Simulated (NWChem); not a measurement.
All runs are NWChem calculations. System: CH$_{3}$S, charge 1, spin multiplicity 3, at the geometry of a parent with another charge or spin, in a state set for the comparison that need not be this species' ground state. Its SCF solution wasn't tested for a lower state. Level: UHF/def2-TZVP.

NWChem printed:

```
             Northwest Computational Chemistry Package (NWChem) 7.3.0
             --------------------------------------------------------

                                NWChem Input Module
                                -------------------

 Scaling coordinates for geometry "geometry" by  1.889725989
 (inverse scale =  0.529177249)

                             Geometry "geometry" -> ""
                             -------------------------

 Output coordinates in angstroms (scale by  1.889725989 to convert to a.u.)

  No.       Tag          Charge          X              Y              Z
 ---- ---------------- ---------- -------------- -------------- --------------
    1 C                    6.0000     0.04172700     1.09334100    -0.09621000
    2 S                   16.0000    -0.02936200    -0.68580600     0.06756300
    3 H                    1.0000     0.60199400     1.57036500     0.72172800
    4 H                    1.0000     0.57827400     1.30401600    -1.03873900
    5 H                    1.0000    -0.96084700     1.53847200    -0.18673600

 Effective nuclear repulsion energy (a.u.)      48.5089285073

            Nuclear Dipole moment (a.u.)
            ----------------------------
        X                 Y               Z
 ---------------- ---------------- ----------------
    -0.0000170075     0.0000056692     0.0000018897


 Summary of "ao basis" -> "" (spherical)
 ------------------------------------------------------------------------------
       Tag                 Description            Shells   Functions and Types
 ---------------- ------------------------------  ------  ---------------------
 *                         def2-tzvp                  on all atoms

 Summary of "ao basis" -> "ao basis" (spherical)
 ------------------------------------------------------------------------------
       Tag                 Description            Shells   Functions and Types
 ---------------- ------------------------------  ------  ---------------------
 C                         def2-tzvp                11       31   5s3p2d1f
 S                         def2-tzvp                13       37   5s5p2d1f
 H                         def2-tzvp                 4        6   3s1p

                                 NWChem SCF Module
                                 -----------------

  ao basis        = "ao basis"
  functions       =    86
  atoms           =     5
  alpha electrons =    13
  beta  electrons =    11
  charge          =   1.00
  wavefunction    = UHF
  use symmetry    = F
  symmetry adapt  = F

 Summary of "ao basis" -> "ao basis" (spherical)
 ------------------------------------------------------------------------------
       Tag                 Description            Shells   Functions and Types
 ---------------- ------------------------------  ------  ---------------------
 C                         def2-tzvp                11       31   5s3p2d1f
 S                         def2-tzvp                13       37   5s5p2d1f
 H                         def2-tzvp                 4        6   3s1p

 Forming initial guess at       0.0s

 Starting SCF solution at       0.1s

 ----------------------------------------------
         Quadratically convergent UHF

 Convergence threshold     :          1.000E-07
 Maximum no. of iterations :          100
 Integral*density screening:          1.000E-09
 ----------------------------------------------

              iter       energy          gnorm     gmax       time
             ----- ------------------- --------- --------- --------
                 1     -436.8292582888  6.02D-01  2.46D-01      1.2
                 2     -436.8435032231  7.69D-02  2.20D-02      1.3
                 3     -436.8455141811  3.49D-03  6.26D-04      1.6
                 4     -436.8455181883  1.15D-05  3.66D-06      2.4
                 5     -436.8455181884  7.05D-09  1.68D-09      3.5

       Final UHF  results
       ------------------

         Total SCF energy =   -436.845518188423
      One electron energy =   -690.934591608506
      Two electron energy =    205.580144912750
 Nuclear repulsion energy =     48.508928507332

                       Sz =      1.0000
                 Sz(Sz+1) =      2.0000
[...]
              MO Center=  7.1D-02,  6.7D-01, -1.6D-01, r^2= 5.7D+00
   Bfn.  Coefficient  Atom+Function         Bfn.  Coefficient  Atom+Function
  ----- ------------  ---------------      ----- ------------  ---------------
     5      1.598637  1 C  s                 77     -1.540199  4 H  s
    13      1.514156  1 C  py                83     -1.287207  5 H  s
    71     -1.261812  3 H  s                 36      1.041290  2 S  s
    50      0.844112  2 S  py                14     -0.326029  1 C  pz
    35      0.211766  2 S  s                 34     -0.150647  2 S  s

 Vector   16  Occ=0.000000D+00  E= 9.073469D-03
              MO Center=  2.2D-01,  1.1D+00, -5.7D-01, r^2= 4.9D+00
   Bfn.  Coefficient  Atom+Function         Bfn.  Coefficient  Atom+Function
  ----- ------------  ---------------      ----- ------------  ---------------
    77      2.514585  4 H  s                 83     -1.551578  5 H  s
    14      1.482868  1 C  pz                71     -1.268468  3 H  s
    12     -0.998586  1 C  px                13      0.446326  1 C  py
    51     -0.379830  2 S  pz                49      0.252415  2 S  px
    36      0.178357  2 S  s

                     UHF Final Beta Molecular Orbital Analysis
                     -----------------------------------------

 Vector    9  Occ=1.000000D+00  E=-8.223551D-01
              MO Center= -1.8D-02,  1.2D+00,  7.6D-02, r^2= 1.2D+00
   Bfn.  Coefficient  Atom+Function         Bfn.  Coefficient  Atom+Function
  ----- ------------  ---------------      ----- ------------  ---------------
     6      0.265833  1 C  px                 9      0.246945  1 C  px
    70      0.197969  3 H  s                  8      0.183571  1 C  pz
    82     -0.179819  5 H  s                 11      0.170614  1 C  pz

 Vector   10  Occ=1.000000D+00  E=-8.148442D-01
              MO Center=  1.1D-01,  1.1D+00, -2.9D-01, r^2= 1.3D+00
   Bfn.  Coefficient  Atom+Function         Bfn.  Coefficient  Atom+Function
  ----- ------------  ---------------      ----- ------------  ---------------
     8      0.257246  1 C  pz                11      0.242914  1 C  pz
    76     -0.213599  4 H  s                  6     -0.180607  1 C  px
     9     -0.170466  1 C  px

 Vector   11  Occ=1.000000D+00  E=-7.733962D-01
              MO Center=  3.4D-03, -1.7D-01, -3.8D-03, r^2= 2.1D+00
   Bfn.  Coefficient  Atom+Function         Bfn.  Coefficient  Atom+Function
  ----- ------------  ---------------      ----- ------------  ---------------
    47      0.430762  2 S  py                 7     -0.230069  1 C  py
    10     -0.230612  1 C  py                35     -0.206425  2 S  s
    44      0.202005  2 S  py                36     -0.175656  2 S  s
    50      0.167238  2 S  py                38     -0.158172  2 S  py

 Vector   12  Occ=0.000000D+00  E=-2.557566D-01
              MO Center= -2.9D-02, -5.9D-01,  6.8D-02, r^2= 2.0D+00
   Bfn.  Coefficient  Atom+Function         Bfn.  Coefficient  Atom+Function
  ----- ------------  ---------------      ----- ------------  ---------------
    49      0.441086  2 S  px                46      0.367958  2 S  px
    51      0.280289  2 S  pz                48      0.233780  2 S  pz
    43      0.179288  2 S  px

 Vector   13  Occ=0.000000D+00  E=-2.541538D-01
              MO Center= -2.2D-02, -5.9D-01,  5.0D-02, r^2= 2.0D+00
   Bfn.  Coefficient  Atom+Function         Bfn.  Coefficient  Atom+Function
  ----- ------------  ---------------      ----- ------------  ---------------
    51      0.443905  2 S  pz                48      0.366622  2 S  pz
    49     -0.282546  2 S  px                46     -0.233403  2 S  px
    45      0.179045  2 S  pz

 Vector   14  Occ=0.000000D+00  E=-5.272548D-02
              MO Center=  4.4D-02,  7.1D-01, -1.0D-01, r^2= 5.5D+00
   Bfn.  Coefficient  Atom+Function         Bfn.  Coefficient  Atom+Function
  ----- ------------  ---------------      ----- ------------  ---------------
     5      3.071926  1 C  s                 77     -1.274790  4 H  s
    83     -1.246418  5 H  s                 71     -1.240193  3 H  s
    36     -0.885417  2 S  s                 50     -0.772352  2 S  py
     4      0.326798  1 C  s                 10     -0.299697  1 C  py
    47     -0.220709  2 S  py                 3      0.188009  1 C  s

 center of mass
 --------------
 x =  -0.00872179 y =  -0.17528516 z =   0.02002174

 moments of inertia (a.u.)
 ------------------
         133.777830629584          -4.978336244756           0.342728956299
          -4.978336244756          12.782395172963          11.462939622742
           0.342728956299          11.462939622742         132.995338985926

  Mulliken analysis of the total density
  --------------------------------------

    Atom       Charge   Shell Charges
 -----------   ------   -------------------------------------------------------
    1 C    6     6.36   0.85  1.12  0.48  0.75  0.03  1.22  1.52  0.32  0.02  0.05  0.00
    2 S   16    15.31   2.01  0.49  1.47  1.19  0.76  4.17  1.70  0.82  2.05  0.56  0.03  0.06  0.01
    3 H    1     0.77   0.25  0.44  0.06  0.02
    4 H    1     0.78   0.25  0.45  0.06  0.02
    5 H    1     0.77   0.25  0.44  0.06  0.02

  Mulliken analysis of the alpha density
  --------------------------------------

    Atom       Charge   Shell Charges
 -----------   ------   -------------------------------------------------------
    1 C    6     3.11   0.43  0.56  0.24  0.37  0.00  0.60  0.73  0.14  0.01  0.03  0.00
    2 S   16     8.66   1.00  0.25  0.74  0.62  0.39  2.12  0.82  0.60  1.63  0.45  0.01  0.03  0.00
    3 H    1     0.41   0.13  0.23  0.03  0.01
    4 H    1     0.41   0.13  0.24  0.03  0.01
    5 H    1     0.41   0.13  0.23  0.03  0.01

   Mulliken analysis of the beta density
   -------------------------------------

    Atom       Charge   Shell Charges
 -----------   ------   -------------------------------------------------------
    1 C    6     3.26   0.43  0.56  0.24  0.38  0.03  0.62  0.79  0.18  0.01  0.02  0.00
    2 S   16     6.65   1.00  0.24  0.74  0.57  0.37  2.05  0.87  0.22  0.41  0.11  0.01  0.03  0.01
    3 H    1     0.36   0.12  0.21  0.03  0.01
    4 H    1     0.37   0.12  0.21  0.03  0.01
    5 H    1     0.36   0.12  0.21  0.03  0.01

   Mulliken analysis of the spin density
   -------------------------------------

    Atom       Charge   Shell Charges
 -----------   ------   -------------------------------------------------------
    1 C    6    -0.15  -0.00  0.00 -0.00 -0.01 -0.02 -0.02 -0.06 -0.04  0.00  0.01  0.00
    2 S   16     2.01   0.00  0.00 -0.00  0.04  0.01  0.07 -0.05  0.38  1.22  0.33  0.00  0.01 -0.00
    3 H    1     0.04   0.01  0.03  0.01 -0.00
    4 H    1     0.05   0.01  0.03  0.01  0.00
    5 H    1     0.04   0.01  0.03  0.01 -0.00

       Multipole analysis of the density wrt the origin
       ------------------------------------------------

     L   x y z        total         alpha         beta         nuclear
     -   - - -        -----         -----         ----         -------
     0   0 0 0      1.000000    -13.000000    -11.000000     25.000000

     1   1 0 0      0.012416      0.052677     -0.040244     -0.000017
     1   0 1 0      0.199653      1.200877     -1.001229      0.000006
     1   0 0 1     -0.028881     -0.121199      0.092316      0.000002

     2   2 0 0    -11.777174    -10.612935     -7.036018      5.871778
     2   1 1 0      0.130486     -1.451054     -1.336412      2.917952
     2   1 0 1      0.048694      0.106017      0.094815     -0.152138
     2   0 2 0     -8.806781    -44.930157    -39.694052     75.817428
     2   0 1 1     -0.297004      3.339891      3.080091     -6.716986
     2   0 0 2    -11.802095    -10.850186     -7.248819      6.296910

 Task  times  cpu:        3.5s     wall:        3.5s

 Total times  cpu:        3.6s     wall:        3.6s
```

Question: Write an NWChem input that would produce this output.

Answer: This is not unique; one that fits is 
```
start mol
memory heap 200 mb stack 900 mb global 1100 mb
charge 1
geometry units angstroms nocenter noautoz noautosym
  C      0.041727     1.093341    -0.096210
  S     -0.029362    -0.685806     0.067563
  H      0.601994     1.570365     0.721728
  H      0.578274     1.304016    -1.038739
  H     -0.960847     1.538472    -0.186736
end
basis spherical
  * library def2-tzvp
end
scf
  uhf
  nopen 2
  maxiter 100
  thresh 1e-7
  semidirect memsize 60000000 filesize 0
  # guess.movecs holds the orbitals of an unrestricted PBE0 run
  vectors input guess.movecs output mol.movecs
end
task scf energy
```
